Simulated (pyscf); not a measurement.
A first-order saddle from PySCF, ωB97X-D3(BJ)/def2-SVP:

```xyz
6

O     -2.1869     0.5234     0.4168
B     -1.0908    -0.0003     0.0079
O      0.0847     0.1809    -0.6230
H     -1.9311    -0.8377     0.6412
H     -1.1598    -1.4016     0.4045
H      0.2011     1.0936    -0.9196
```
Charge 0, spin multiplicity 1.

Surface: singlet, charge 0. Lowest wavenumbers (cm⁻¹): 1607i, 344, 496, 507, 963.

Which two sides does it connect, and which bonds change?

HO–BH–OH (SMILES OBO) <-> O=B–OH (SMILES O=BO) + H₂ (SMILES [H][H]), an elimination read from left to right: H–O, B–H broken and H–H formed. At ωB97M-D3(BJ)/def2-TZVP it lies +2.77 eV from the left side and +1.49 eV from the right (each side as separated species at their lowest minima found). At the saddle there is also a short B–H contact that neither side keeps. The same reactants have a lower exit, to H₂O + HB=O (barrier +2.34 eV at ωB97M-D3(BJ)/def2-TZVP, against +2.77 eV here). This is the saddle that the search found; another between the same sides may lie lower.
